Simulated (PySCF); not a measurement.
Species: C5H9O (doublet state).
Geometry (GFN2-xTB, Å), atoms numbered from 1 in this order:
```
atom  x, y, z in Å
C1    -1.4532   -1.3283   -0.2523
C2    -1.0384   -0.0565   -0.2861
C3    -1.9722    1.1106   -0.4404
O4     0.2400    0.3756   -0.1889
C5     1.3079   -0.4401   -0.0869
C6     2.6377    0.2091   -0.0424
H7    -2.4978   -1.5548   -0.3404
H8    -0.7912   -2.1642   -0.1277
H9    -3.0038    0.7753   -0.4435
H10   -1.7641    1.6349   -1.3725
H11   -1.8247    1.8138    0.3776
H12    1.2020   -1.5000   -0.2299
H13    3.2694   -0.2565    0.7156
H14    3.1653    0.1246   -0.9994
H15    2.5186    1.2644    0.1898
```

The hyperfine couplings belong to this conformer and change with its torsions.

As a line formula: `C=C(C)O[CH]C` [radical].

Method: UKS B3LYP, pcH-1 on C H O, non-relativistic, mean-field spin-orbit, GIAO (PySCF). The structure is a single GFN2-xTB conformer in the gas phase; no vibrational or solvent corrections. The geometry wasn't refined by DFT: couplings that depend on bond lengths, twists or pyramidal angles can differ widely from those at the functional's own minimum. No stability test was run, so a lower SCF solution isn't excluded.

**Question.** Where do the isotropic ENDOR lines of H13/H14/H15, H12, H8 and H7 fall at 349.6 mT, to first order?

**Answer.** For S = 1/2 in fast tumbling each set of equivalent nuclei gives two lines, ν± = |νn ± a/2| to first order, with νn = g_N μN B/h and μN/h = 7.62259 MHz/T.

```
     nuclei  isotope     g_N  νn (MHz)  a_iso (MHz)  lower line (MHz)  upper line (MHz)
H13/H14/H15       1H  5.5857     14.89        66.77             18.50             48.27
        H12       1H  5.5857     14.89       -59.54             14.88             44.65
         H8       1H  5.5857     14.89        -6.27             11.75             18.02
         H7       1H  5.5857     14.89        -6.13             11.82             17.95
```

**Question.** Which pairs are centred on the nuclear Larmor frequency, and which on half the coupling?

**Answer.** Centred on νn, since |a| < 2νn: H8 and H7. Centred on |a|/2 and split by 2νn: H13/H14/H15 and H12.

**Question.** At what field would the lower line of H12 fall to zero frequency?

**Answer.** Where νn = |a|/2, that is B = 29.77 MHz/(5.5857 × 7.62259 MHz/T) = 699 mT, as far as first order holds there.

Nuclei that the bonding pattern makes equivalent are averaged, as if the motion that swaps them (rotation, inversion, ring flip) were fast. The three 1H nuclei of mean +66.8 MHz run from 8.0 to 123.1 MHz in the frozen geometry.
